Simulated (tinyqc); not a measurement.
Coupled-perturbed Hartree-Fock on RHF in the sto-6g basis, for BH2+, spin multiplicity 1, step by step. One step of it, computed by the program tinyqc.

Question. Coupled step 2. U_ai = -(mu_ai + sum_bj [4 (ai|bj) - (ab|ij) - (aj|bi)] U_bj) / (e_a - e_i); alpha = -4 sum U_ai mu_ai.

U after step 1:
```
           i1         i2        i3
a4  -0.007264  -1.427872  0.000000
a5   0.000000   0.000000  0.000000
a6   0.000269   0.036131  0.000000
a7   0.000000   0.000000  0.620648
```

dipole integrals <a|z|i> (bohr):
```
          i1         i2         i3
a4  0.095500   0.850087   0.000000
a5  0.000000   0.000000   0.000000
a6  0.067083  -0.136268   0.000000
a7  0.000000   0.000000  -0.740454
```

orbital energies (hartree): MO1 -8.048119, MO2 -0.981723, MO3 -0.829713, MO4 -0.250404, MO5 -0.174331, MO6 0.265850, MO7 0.290156

Two-electron integrals over orbitals (pq|rs), unique and non-zero (hartree):
```
(11|11) 2.903360    (21|11) -0.258193   (21|21) 0.037377    (22|11) 0.623247
(22|21) -0.007862   (22|22) 0.479788    (31|31) 0.009221    (32|31) 0.014903
(32|32) 0.141475    (33|11) 0.563657    (33|21) -0.003083   (33|22) 0.469535
(33|33) 0.486452    (41|11) 0.152780    (41|21) -0.019343   (41|22) 0.014421
(41|33) 0.006652    (41|41) 0.028040    (42|11) -0.075450   (42|21) 0.007188
(42|22) 0.025946    (42|33) 0.018405    (42|41) 0.012337    (42|42) 0.067078
(43|31) -0.002756   (43|32) 0.020787    (43|43) 0.030720    (44|11) 0.710267
(44|21) -0.012550   (44|22) 0.438582    (44|33) 0.428439    (44|41) -0.010817
(44|42) -0.071471   (44|44) 0.584103    (51|51) 0.022001    (52|51) 0.021565
(52|52) 0.073642    (53|53) 0.019390    (54|51) -0.012300   (54|52) -0.032699
(54|54) 0.044362    (55|11) 0.743130    (55|21) -0.009113   (55|22) 0.471677
(55|33) 0.441661    (55|41) 0.004972    (55|42) -0.036582   (55|44) 0.509497
(55|55) 0.587109    (61|11) -0.206501   (61|21) 0.032432    (61|22) -0.000727
(61|33) 0.000068    (61|41) -0.006347   (61|42) 0.014346    (61|44) -0.018409
(61|55) -0.005261   (61|61) 0.034326    (62|11) 0.205813    (62|21) -0.006854
(62|22) 0.051431    (62|33) 0.014693    (62|41) 0.013920    (62|42) -0.004731
(62|44) 0.059387    (62|55) 0.100727    (62|61) 0.000721    (62|62) 0.088924
(63|31) 0.001174    (63|32) -0.065135   (63|43) -0.024859   (63|63) 0.073927
(64|11) 0.080347    (64|21) 0.000661    (64|22) 0.021848    (64|33) 0.002676
(64|41) 0.003693    (64|42) -0.004063   (64|44) 0.043166    (64|55) 0.038238
(64|61) 0.003404    (64|62) 0.045092    (64|64) 0.030674    (65|51) 0.016680
(65|52) 0.050903    (65|54) -0.013118   (65|65) 0.043061    (66|11) 0.627882
(66|21) -0.007162   (66|22) 0.489115    (66|33) 0.477785    (66|41) 0.022885
(66|42) 0.055759    (66|44) 0.413302    (66|55) 0.454531    (66|61) 0.005273
(66|62) 0.037385    (66|64) 0.015572    (66|66) 0.540268    (71|31) 0.013828
(71|32) 0.019665    (71|43) -0.004619   (71|63) 0.001939    (71|71) 0.020880
(72|31) 0.007366    (72|32) -0.019905   (72|43) -0.032563   (72|63) 0.051548
(72|71) 0.010637    (72|72) 0.054524    (73|11) 0.214996    (73|21) -0.006244
(73|22) 0.031150    (73|33) 0.021652    (73|41) -0.001264   (73|42) -0.054831
(73|44) 0.102043    (73|55) 0.103218    (73|61) -0.006908   (73|62) 0.069811
(73|64) 0.036506    (73|66) -0.010107   (73|73) 0.109848    (74|31) -0.009263
(74|32) -0.070516   (74|43) 0.006654    (74|63) 0.037641    (74|71) -0.013192
(74|72) 0.003956    (74|74) 0.056575    (75|53) 0.016315    (75|75) 0.017859
(76|31) 0.009801    (76|32) 0.115541    (76|43) 0.033823    (76|63) -0.077992
(76|71) 0.012896    (76|72) -0.045057   (76|74) -0.055983   (76|76) 0.122383
(77|11) 0.643853    (77|21) -0.008307   (77|22) 0.466271    (77|33) 0.484074
(77|41) 0.004272    (77|42) 0.001109    (77|44) 0.460017    (77|55) 0.457931
(77|61) -0.006376   (77|62) 0.013061    (77|64) 0.001026    (77|66) 0.484043
(77|73) 0.031223    (77|77) 0.508974
```

Give: U after step 2; polarisability.

Answer.

U after step 2:
```
         i1       i2      i3
a4  -0.0046  -1.5249  0.0000
a5   0.0000   0.0000  0.0000
a6   0.0021   0.0189  0.0000
a7   0.0000   0.0000  0.5951
```

polarisability = 6.9592 bohr^3
